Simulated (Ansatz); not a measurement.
**SiH4O (singlet): from Hartree-Fock to the top rungs at distance O1–H3 along a hydrogen transfer = 1.148 Å, cc-pVDZ**

Aim: climb from Hartree-Fock through coupled cluster and multireference methods for SiH4O (singlet) at one geometry and basis, and see what each rung misses.

The runs use Ansatz 0.2.0, Gaussian basis; cc-pVDZ, core rule «outside noble gas», up to 6 orbitals frozen.

To be run: UHF; CCSD(T) on RHF; CCSD(T) on UHF; BCCD(T) on RHF; CISD; CCSDT(Q) on RHF; CCSDT(Q) on UHF; CASSCF and MRCISD+Q, 2 electrons in 2 orbitals; CASSCF and NEVPT2, 2 electrons in 2 orbitals.

6 further runs of the same task are left out: 2 for a mislabelled method, 4 that didn't finish.

**1. What is computed**

The geometry derives from fragments relaxed apart (PBE0/def2-TZVP) and kept rigid, so it is no stationary point. A hydrogen atom is moved between rigid fragments.

6 atoms, charge 0, spin multiplicity 1.

Atoms are counted from 1 here; the program's logs count them from 0.

Bond lengths: O1–H2 0.960 Å, O1–H3 1.148 Å, Si4–H5 1.526 Å, Si4–H6 1.526 Å. Angles: H2–O1–H3 105.1°, H5–Si4–H6 91.2°.

**2. UHF**

in.yaml reads:

```yaml
crystal:
  periodic: [false, false, false]
  atoms:
    - {symbol: O, position_ang: [-1.958158, 0.017219, 0.000000]}
    - {symbol: H, position_ang: [-2.207468, 0.943795, 0.000000]}
    - {symbol: H, position_ang: [-0.810158, 0.017219, 0.000000]}
    - {symbol: Si, position_ang: [1.100842, 0.017219, 0.000000]}
    - {symbol: H, position_ang: [1.713022, -0.857065, 1.090012]}
    - {symbol: H, position_ang: [1.713022, -0.857065, -1.090012]}
basis:
  gaussian: {orbitals: cc-pVDZ}
magnetization: {spin_polarized: true, initial_magnetization: 0}
hamiltonian: {xc: hf}
output: {orbitals: {seedname: orbitals}}
```

Command:

```sh
ansatz run in.yaml --threads 1 --pin off --events-out ev --progress --plain --max-ram 2393MiB
```

Further steps of the session: CCSD(T) on RHF; CCSD(T) on UHF; BCCD(T) on RHF; CISD; CCSDT(Q) on RHF; CCSDT(Q) on UHF; CASSCF and MRCISD+Q, 2 electrons in 2 orbitals; CASSCF and NEVPT2, 2 electrons in 2 orbitals.

Before running them: what should the planned runs give, taken together? Wanted: RCCSDT(Q) below the RHF energy; RMP2 from RCCSDT(Q); UMP2 from RCCSDT(Q); RCCSD from RCCSDT(Q); RCCSD(T) from RCCSDT(Q); UCCSD(T) from RCCSDT(Q); UCCSDT(Q) from RCCSDT(Q); T1 diagnostic.

**Answer**, as computed:

| quantity | value |
| --- | --- |
| RCCSDT(Q) below the RHF energy | -9.5683 eV |
| RMP2 from RCCSDT(Q) | +1220.7 meV |
| UMP2 from RCCSDT(Q) | +1437.3 meV |
| RCCSD from RCCSDT(Q) | +268.7 meV |
| RCCSD(T) from RCCSDT(Q) | +52.4 meV |
| UCCSD(T) from RCCSDT(Q) | +80.0 meV |
| UCCSDT(Q) from RCCSDT(Q) | +0.7 meV |
| levels within 1 kcal/mol (43 meV) | RCCSDT, UCCSDT, UCCSDT(Q) |
| T1 diagnostic | 0.014 |

In words: RCCSD(T) lands +52.4 meV from the yardstick (0.5 % of the correlation energy). CCSD(T) misses by +52.4 meV on the restricted determinant and by +80.0 meV on the unrestricted one; the two need not hold the same state or core. These misses are within one basis, not against nature.
